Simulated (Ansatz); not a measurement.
This geometry of CH5B + ClH (9 atoms, charge 0, multiplicity 1) is a first-order saddle point.

Theory: RKS PBE/def2-SVP in Ansatz.

```xyz
9
Properties=species:S:1:pos:R:3
B -0.057 -0.099 0.113
H -0.201 0.105 1.369
H 1.034 0.280 -0.253
C -1.382 -0.013 -0.727
H -2.249 -0.531 -0.273
H -1.651 1.064 -0.820
H -1.242 -0.393 -1.760
Cl 0.363 -2.268 0.560
H 0.040 -1.069 1.320
```

Task: Which two structures does it join? (They come from a converged band through this point; their orientation in space is the band's.)

Result: Bonds broken: B1–H2, Cl8–H9. Bonds formed: B1–Cl8, H2–H9. CH5B + ClH becomes CH4BCl + H2.

Image 0:

```xyz
9
Properties=species:S:1:pos:R:3
B -0.111 0.133 0.086
H -0.210 0.236 1.311
H 0.993 0.332 -0.385
C -1.401 0.036 -0.782
H -2.261 -0.472 -0.303
H -1.705 1.107 -0.905
H -1.243 -0.358 -1.805
Cl 0.437 -2.516 0.819
H 0.155 -1.421 1.493
```

Image 8:

```xyz
9
Properties=species:S:1:pos:R:3
B 0.027 -0.634 -0.748
H -0.077 0.195 3.093
H 1.030 -0.003 -1.020
C -1.407 -0.108 -1.059
H -2.231 -0.809 -0.826
H -1.562 0.832 -0.480
H -1.471 0.206 -2.124
Cl 0.298 -2.188 0.050
H 0.048 -0.416 2.642
```

Task: How far does it lie above each of them?

Result: 1.7 kcal/mol above the first and 21.6 kcal/mol above the second. This is the barrier of this one path; another mechanism may lie lower. The orbitals stay closed-shell, which can raise the energy where a bond breaks towards radicals; this wasn't checked here.

Time of the run: 3.2 min on 1 thread of Arm Neoverse V2 (shared host), peak memory 0.13 GiB.
